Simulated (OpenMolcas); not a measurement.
**SiH2 (SMILES [SiH2]), step by step**

Wanted: a single-point energy (UHF/6-31G*), then the energy (CASSCF(2,2)/6-31G*), then the energy (CASPT2(2,2)/6-31G*), then the energy (SC-NEVPT2(2,2)/6-31G*), then a single-point energy (MRCI(2,2)/6-31G*) of SiH2. 

The results are computed with OpenMolcas 26.06.

### Step 1. The system as given

SiH2: 3 atoms, total charge 0, spin state singlet. SMILES: `[SiH2]`. The Si1–H3 distance was set to 1.907 Å, away from the relaxed value.

Bond lengths: Si1–H2 1.525 Å. A long bond or contact: Si1–H3 1.907 Å.

### Step 2. The energy at UHF/6-31G(d) (spherical functions) (run 1)

coord.xyz reads:

```xyz
3

Si    -0.526727     0.847568    -0.189774
H      0.804773     0.957568     0.546326
H     -0.349100    -1.047200    -0.308900
```

step1.inp reads:

```
* H2Si Hartree-Fock

&gateway
  baslib=$CurrDir
  coord=coord.xyz
  basis=6-31Gs
  group=NoSym

&seward

&scf
  uhf
  scramble=0.25
  prorbitals=1 1
```

The basis set 6-31G* is read from a file made from the Basis Set Exchange's data (not shown).

Started as:

```console
$ export MOLCAS_MEM=1860
$ pymolcas step1.inp > step1.log
```

What it wrote:

```text
--- Start Module: gateway ---
[...]
--- Stop Module: gateway /rc=_RC_ALL_IS_WELL_ ---
--- Start Module: seward ---
[...]
      Basis functions           22
--- Stop Module: seward /rc=_RC_ALL_IS_WELL_ ---
--- Start Module: scf ---
[...]
       Convergence after  22 Iterations
[...]
::    Total SCF energy                               -289.9706914423
[...]
      Total spin, S                                     0.2188046722
[...]
      Total electronic charge=   16.000000
      Total            charge=   -0.000000
[...]
      Dipole Moment (debye):
      Origin of the operator (angstrom)=   -0.4760    0.7876   -0.1690
                   X=  4.8613E-02               Y=  1.0810E+00               Z=  1.4944E-01           Total=  1.0923E+00
      Quadrupole Moment (debye*angstrom):
[...]
--- Stop Module: scf /rc=_RC_ALL_IS_WELL_ ---
[...]
```

It took 2 s on 1 thread of Intel Xeon Platinum 8375C at 2.90GHz (Ice Lake), shared host; peak memory 0.37 GiB.

### Step 3. The energy at CASSCF(2,2)/6-31G(d) (spherical functions) (run 2)

coord.xyz is that of step 2.

step2.inp reads:

```
>>> EXPORT MOLCAS_PRINT=2
&GATEWAY
BasLib = $CurrDir
Coord = coord.xyz
Basis = 6-31Gs
Group = NoSym
&SEWARD
&RASSCF
FileOrb = $CurrDir/step1.UnaOrb
Spin = 1
Nactel = 2 0 0
Inactive = 7
Ras2 = 2
OrbListing = Nothing
OrbAppear = Compact
```

The basis set 6-31G* is read from a file made from the Basis Set Exchange's data (not shown).

Started as:

```console
$ export MOLCAS_MEM=1860
$ pymolcas step2.inp > step2.log
```

What it wrote:

```text
--- Start Module: gateway ---
[...]
--- Stop Module: gateway /rc=_RC_ALL_IS_WELL_ ---
--- Start Module: seward ---
[...]
      Basis functions           22
--- Stop Module: seward /rc=_RC_ALL_IS_WELL_ ---
--- Start Module: rasscf ---
[...]
      Number of active orbitals                  2
[...]
      Spin quantum number                      0.0
[...]
      Active orbitals                            2
[...]
      Number of CSFs                             3
[...]
      Number of root(s) required                 1
[...]
      Convergence after 13 iterations
[...]
      printout of CI-coefficients larger than  0.05 for root  1
      energy=    -289.987209
      conf/sym  11     Coeff  Weight
             1  20   0.98244 0.96519
             3  02  -0.18657 0.03481
      Natural orbitals and occupation numbers for root  1
      sym 1:   1.930386   0.069614
      ************************************************************************************************************************
      *                                                    Final results                                                     *
[...]
::    RASSCF root number  1 Total energy:   -289.98720948
[...]
      Total electronic charge=   16.000000
      Total            charge=   -0.000000
[...]
      Dipole Moment (debye):
      Origin of the operator (angstrom)=   -0.4760    0.7876   -0.1690
                   X=  2.1626E-02               Y=  1.1419E+00               Z=  1.4171E-01           Total=  1.1508E+00
      Quadrupole Moment (debye*angstrom):
[...]
--- Stop Module: rasscf /rc=_RC_ALL_IS_WELL_ ---
[...]
```

Wall time 1.8 s (1 thread of Intel Xeon Platinum 8375C at 2.90GHz (Ice Lake), shared host); peak memory 0.37 GiB.

### Step 4. A single-point energy at CASPT2(2,2)/6-31G(d) (spherical functions) (run 3)

coord.xyz is that of step 3.

step3.input reads:

```
&GATEWAY
  BasLib=$CurrDir
  Coord=coord.xyz
  Basis=6-31Gs
  Group=NoSym

&SEWARD

&RASSCF
  FileOrb=$CurrDir/step2.RasOrb
  Spin=1
  Nactel=2 0 0
  Inactive=7
  Ras2=2
  OrbListing=Nothing
  OrbAppear=Compact

&CASPT2
  Imaginary=0.1
  Frozen=5
```

The basis set 6-31G* is read from a file made from the Basis Set Exchange's data (not shown).

Started as:

```console
$ export MOLCAS_MEM=1860
$ pymolcas step3.input > step3.log
```

What it wrote:

```text
--- Start Module: gateway ---
[...]
--- Stop Module: gateway /rc=_RC_ALL_IS_WELL_ ---
[...]
      Basis functions           22
[...]
--- Start Module: rasscf ---
[...]
      Number of active orbitals                  2
[...]
      Spin quantum number                      0.0
[...]
      Active orbitals                            2
[...]
      Number of CSFs                             3
[...]
      Number of root(s) required                 1
[...]
      Convergence after  4 iterations
[...]
      printout of CI-coefficients larger than  0.05 for root  1
      energy=    -289.987209
      conf/sym  11     Coeff  Weight
             1  20   0.98244 0.96519
             3  02  -0.18656 0.03481
      Natural orbitals and occupation numbers for root  1
      sym 1:   1.930387   0.069613
      ************************************************************************************************************************
      *                                                    Final results                                                     *
[...]
::    RASSCF root number  1 Total energy:   -289.98720948
[...]
      Total electronic charge=   16.000000
      Total            charge=   -0.000000
[...]
      Dipole Moment (debye):
      Origin of the operator (angstrom)=   -0.4760    0.7876   -0.1690
                   X=  2.1625E-02               Y=  1.1419E+00               Z=  1.4171E-01           Total=  1.1508E+00
      Quadrupole Moment (debye*angstrom):
[...]
--- Stop Module: rasscf /rc=_RC_ALL_IS_WELL_ ---
--- Start Module: caspt2 ---
[...]
 ###    WARNING: User changed nr of frozen orbitals.                         ###
 ###############################################################################
[...]
      E2 (Variational):          -0.0573699307
      Total energy:            -290.0445794103
[...]
      Reference weight:           0.96894
[...]
::    CASPT2 Root  1     Total energy:   -290.04457941
[...]
--- Stop Module: caspt2 /rc=_RC_ALL_IS_WELL_ ---
[...]
```

It took 1.7 s on 1 thread of Intel Xeon Platinum 8375C at 2.90GHz (Ice Lake), shared host; peak memory 0.37 GiB.

### Step 5. A single-point energy at SC-NEVPT2(2,2)/6-31G(d) (spherical functions) (run 4)

coord.xyz is that of step 4.

step4.input reads:

```
* H2Si NEVPT2

&gateway
 baslib
 $CurrDir
 coord
 coord.xyz
 basis
 6-31Gs
 group
 NoSym

&seward

&rasscf
 fileorb
 $CurrDir/step2.RasOrb
 spin
 1
 nactel
 2 0 0
 inactive
 7
 ras2
 2
 orblisting
 Nothing
 orbappear
 Compact

&caspt2
 sc-nevpt2
 frozen
 5
```

The basis set 6-31G* is read from a file made from the Basis Set Exchange's data (not shown).

Started as:

```console
$ export MOLCAS_MEM=1860
$ pymolcas step4.input > step4.log
```

What it wrote:

```text
--- Start Module: gateway ---
[...]
--- Stop Module: gateway /rc=_RC_ALL_IS_WELL_ ---
[...]
      Basis functions           22
[...]
--- Start Module: rasscf ---
[...]
      Number of active orbitals                  2
[...]
      Spin quantum number                      0.0
[...]
      Active orbitals                            2
[...]
      Number of CSFs                             3
[...]
      Number of root(s) required                 1
[...]
      Convergence after  4 iterations
[...]
      printout of CI-coefficients larger than  0.05 for root  1
      energy=    -289.987209
      conf/sym  11     Coeff  Weight
             1  20   0.98244 0.96519
             3  02  -0.18656 0.03481
      Natural orbitals and occupation numbers for root  1
      sym 1:   1.930387   0.069613
      ************************************************************************************************************************
      *                                                    Final results                                                     *
[...]
::    RASSCF root number  1 Total energy:   -289.98720948
[...]
      Total electronic charge=   16.000000
      Total            charge=   -0.000000
[...]
      Dipole Moment (debye):
      Origin of the operator (angstrom)=   -0.4760    0.7876   -0.1690
                   X=  2.1625E-02               Y=  1.1419E+00               Z=  1.4171E-01           Total=  1.1508E+00
      Quadrupole Moment (debye*angstrom):
[...]
--- Stop Module: rasscf /rc=_RC_ALL_IS_WELL_ ---
--- Start Module: caspt2 ---
[...]
 ###    WARNING: User changed nr of frozen orbitals.                         ###
 ###############################################################################
[...]
      E2 (Variational):          -0.0551124085
[...]
      E2 (Variational):          -0.0551033701
      Total energy:            -290.0423128498
[...]
      Reference weight:           0.97160
[...]
::    SC-NEVPT2 Root  1     Total energy:   -290.04231285
[...]
--- Stop Module: caspt2 /rc=_RC_ALL_IS_WELL_ ---
[...]
```

Run time: 1.7 s. Hardware: 1 thread of Intel Xeon Platinum 8375C at 2.90GHz (Ice Lake), shared host; peak memory 0.37 GiB.

### Step 6. A single-point energy at MRCI(2,2)/6-31G(d) (spherical functions) (run 5)

coord.xyz is that of step 5.

step5.input reads:

```
&GATEWAY
 BASLIB = $CurrDir
 COORD = coord.xyz
 BASIS = 6-31Gs
 GROUP = NoSym

&SEWARD

&RASSCF
 FILEORB = $CurrDir/step2.RasOrb
 SPIN = 1
 NACTEL = 2 0 0
 INACTIVE = 7
 RAS2 = 2
 ORBLISTING = Nothing
 ORBAPPEAR = Compact

&MOTRA
 LUMORB
 FROZEN = 5

&GUGA
 ELECTRONS = 6
 SPIN = 1
 INACTIVE = 2
 ACTIVE = 2
 CIALL = 1

&MRCI
 SDCI
```

The basis set 6-31G* is read from a file made from the Basis Set Exchange's data (not shown).

Started as:

```console
$ export MOLCAS_MEM=1860
$ pymolcas step5.input > step5.log
```

What it wrote:

```text
--- Start Module: gateway ---
[...]
--- Stop Module: gateway /rc=_RC_ALL_IS_WELL_ ---
[...]
      Basis functions           22
[...]
      Number of active orbitals                  2
[...]
      Spin quantum number                      0.0
[...]
      Active orbitals                            2
[...]
      Number of CSFs                             3
[...]
      Number of root(s) required                 1
[...]
      Convergence after  4 iterations
[...]
      printout of CI-coefficients larger than  0.05 for root  1
      energy=    -289.987209
      conf/sym  11     Coeff  Weight
             1  20   0.98244 0.96519
             3  02  -0.18656 0.03481
      Natural orbitals and occupation numbers for root  1
      sym 1:   1.930387   0.069613
      ************************************************************************************************************************
      *                                                    Final results                                                     *
[...]
::    RASSCF root number  1 Total energy:   -289.98720948
[...]
      Dipole Moment (debye):
      Origin of the operator (angstrom)=   -0.4760    0.7876   -0.1690
                   X=  2.1625E-02               Y=  1.1419E+00               Z=  1.4171E-01           Total=  1.1508E+00
      Quadrupole Moment (debye*angstrom):
[...]
      *** WARNING: Default frozen orbitals is overwritten by user input.
      *** Default values:   2
[...]
--- Start Module: guga ---
[...]
--- Stop Module: guga /rc=_RC_ALL_IS_WELL_ ---
--- Start Module: mrci ---
[...]
       (But an ACPF correction will be computed)
       USE THE DEFAULT ACPF G-VALUE GFAC=  0.33333333333333331
[...]
                      CI ENERGY:  -290.06584789
[...]
                ACPF CORRECTION:    -0.00368086
[...]
      Total electronic charge=   16.000000
      Total            charge=    0.000000
[...]
     ACPF CORRECTION:     -0.00368086
[...]
  CI State   1     Total energy:   -290.06584789     QDav:     -0.00565360     QACPF:     -0.00368086
[...]
--- Stop Module: mrci /rc=_RC_ALL_IS_WELL_ ---
[...]
```

It took 1.8 s on 1 thread of Intel Xeon Platinum 8375C at 2.90GHz (Ice Lake), shared host; peak memory 0.37 GiB.

### Step 7. Results

| quantity | value |
| --- | --- |
| run 1, UHF/6-31G*: total energy | -289.97069 Eh |
| run 1, UHF/6-31G*: dipole moment | 1.09 D |
| run 1, UHF/6-31G*: HOMO energy | -9.53 eV |
| run 1, UHF/6-31G*: LUMO energy | 0.24 eV |
| run 1, UHF/6-31G*: HOMO–LUMO gap | 9.77 eV |
| run 1, UHF/6-31G*: ⟨S²⟩ | 0.267 |
| run 2, CASSCF(2,2)/6-31G*: total energy | -289.98721 Eh |
| run 2, CASSCF(2,2)/6-31G*: dipole moment (CASSCF density) | 1.15 D |
| run 3, CASPT2(2,2)/6-31G*: total energy | -290.04458 Eh |
| run 3, CASPT2(2,2)/6-31G*: dipole moment (CASSCF density) | 1.15 D |
| run 4, SC-NEVPT2(2,2)/6-31G*: total energy | -290.04231 Eh |
| run 4, SC-NEVPT2(2,2)/6-31G*: dipole moment (CASSCF density) | 1.15 D |
| run 5, MRCI(2,2)/6-31G*: total energy | -290.06585 Eh |
| run 5, MRCI(2,2)/6-31G*: dipole moment (CASSCF density) | 1.15 D |

In words: ⟨S²⟩ (run 1, UHF/6-31G*) is 0.27 where a pure singlet has 0.00: the reference is spin-contaminated. Mulliken charges (run 1, UHF/6-31G*) run from -0.19 on H3 to +0.33 on Si1; they depend strongly on the basis. Mulliken charges (run 2, CASSCF(2,2)/6-31G*) run from -0.20 on H3 to +0.36 on Si1. Mulliken charges (run 3, CASPT2(2,2)/6-31G*) of the CASSCF density run from -0.20 on H3 to +0.36 on Si1.
